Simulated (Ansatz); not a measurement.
Molecule: CH3O (charge +1, singlet). It need not be the lowest isomer of its formula. 
Structure (B3LYP-D3(BJ)/def2-TZVP (Ansatz, a program for electronic structure) minimum search):
SMILES: C=[OH+]
```xyz
5

O     -0.0979    -0.1422     0.5992
C      0.1102     0.0465    -0.6131
H      0.0911     1.0460    -1.0519
H      0.3117    -0.8456    -1.2054
H     -0.2809     0.6582     1.1425
```
Charge +1, spin multiplicity 1.

Basis-set convergence of Hartree-Fock and CCSD correlation energies (hartree) with Ansatz. Correlated levels leave the core frozen unless marked. Spin-orbit coupling is left out. No relativistic terms.

```tsv
basis	functions	E(HF)	E(corr, CCSD)
cc-pVDZ	43	-114.17255	-0.32666
cc-pVTZ	102	-114.20827	-0.39705
cc-pVQZ	200	-114.21666	-0.42036
```

Extrapolating the two largest sets (X = 3 and 4) as X^-3: E(corr) = (64·(-0.42036) - 27·(-0.39705))/37 = -0.4374 Eh, an estimate of the basis-set limit. The largest set recovers 96.1 % of it, the smallest 74.7 %.
